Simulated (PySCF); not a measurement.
Match the calculated data to a structure.

All candidates are C5H12O.

| technique | computed result |
| --- | --- |
| 1H NMR | chemical shifts (computed TMS as zero) by class: 3.58 (2 H), 3.26 (3 H), 1.47 (2 H), 1.42 (2 H), 0.97 (3 H) ppm [GIAO B97-2/pcSseg-2] |
| Dipole | 1.17 D [B97-2/pcSseg-2] |
| Rotational structure | rotational constants A, B, C: 7.167, 1.709, 1.586 GHz [PBE0-D3(BJ)/def2-TZVP] |
| 13C NMR | chemical shifts (computed TMS as zero) by class: 76.6 (1 C), 58.2 (1 C), 33.4 (1 C), 23.9 (1 C), 17.5 (1 C) ppm [GIAO B97-2/pcSseg-2] |
| NMR, other nuclei | isotropic shieldings of nuclei other than C and H, by class: 316 (1 O) ppm [GIAO B97-2/pcSseg-2] |

Gas-phase values; electronic properties from PySCF, density fitting. Levels stand in brackets. One conformer (not necessarily the lowest) at the PBE0-D3(BJ)/def2-TZVP geometry, without solvent, vibrations or thermal averaging. Each NMR value is the plain mean over a class of atoms that symmetry, rotation or inversion makes alike.

Problem. Which candidate is it?
A. `CC[C@H](C)OC` (s-BuOMe)
B. `CCOC(C)C` (i-PrOEt)
C. `COCC(C)C` (i-BuOMe)
D. `CCCCOC` (n-BuOMe)

Solution. D. It is `CCCCOC`. Numbering: `[CH3:1][CH2:2][CH2:3][CH2:4][O:5][CH3:6]`. Its formula, C5H12O, gives 0 degrees of unsaturation, so no ring and no π bond. 5 carbons fall into 5 classes; from least to most shielded: sp3 carbon bound to oxygen [C4] (76.6 ppm), methoxy carbon [C6] (58.2 ppm), chain CH2 carbon [C3] (33.4 ppm), chain CH2 carbon [C2] (23.9 ppm), methyl carbon [C1] (17.5 ppm). Hydrogen classes from least to most shielded: 2 H on an sp3 carbon bound to oxygen, C4 (3.58 ppm), 3 H on a methoxy carbon, C6 (3.26 ppm, a mean of values up to 0.8 ppm apart in this geometry), 2 H on a chain CH2 carbon, C3 (1.47 ppm, a mean of values up to 0.9 ppm apart in this geometry), 2 H on a chain CH2 carbon, C2 (1.42 ppm, a mean of values up to 0.7 ppm apart in this geometry), 3 H on a methyl carbon, C1 (0.97 ppm). The other shieldings belong to: 316 ppm, ether oxygen [O5]. The optimised geometry has point group C1 and is an asymmetric top.

The others, at the same levels:
- `CCOC(C)C` fails: it has 4 carbon classes against 5; its computed 13C shifts are 77.4 (1 C), 68.8 (1 C), 23.7 (2 C), 18.4 (1 C) ppm, 1H shifts are 3.49 (1 H), 3.46 (2 H), 1.19 (3 H), 1.12 (6 H) ppm and rotational constant A is 6.859 GHz (against 7.167 GHz).
- `COCC(C)C` fails: it has 4 carbon classes against 5; its computed 13C shifts are 85.1 (1 C), 62.1 (1 C), 34.0 (1 C), 21.8 (2 C) ppm and 1H shifts are 3.35 (3 H), 3.02 (2 H), 1.84 (1 H), 0.92 (6 H) ppm.
- `CC[C@H](C)OC` fails: its computed 13C shifts are 83.9 (1 C), 59.5 (1 C), 35.8 (1 C), 20.0 (1 C), 13.7 (1 C) ppm, 1H shifts are 3.38 (3 H), 3.01 (1 H), 1.38 (1 H), 1.33 (1 H), 1.07 (3 H), 1.00 (3 H) ppm and rotational constant A is 4.667 GHz (against 7.167 GHz).

Each candidate is one conformer, not necessarily the lowest. Dipoles, sizes and rotational constants follow the conformer. The torsions of the flexible species, by atom-mapped SMILES:
- `[CH3:1][CH2:2][CH2:3][CH2:4][O:5][CH3:6]`: C1–C2–C3–C4 179°, C2–C3–C4–O5 -58°, C3–C4–O5–C6 -71°
- `[CH3:1][CH2:2][O:3][CH:4]([CH3:5])[CH3:6]`: C1–C2–O3–C4 -172°, C2–O3–C4–C5 -72°
- `[CH3:1][O:2][CH2:3][CH:4]([CH3:5])[CH3:6]`: C1–O2–C3–C4 -178°, O2–C3–C4–C5 61°
- `[CH3:1][CH2:2][C@H:3]([CH3:4])[O:5][CH3:6]`: C1–C2–C3–C4 -175°, C2–C3–O5–C6 -162°
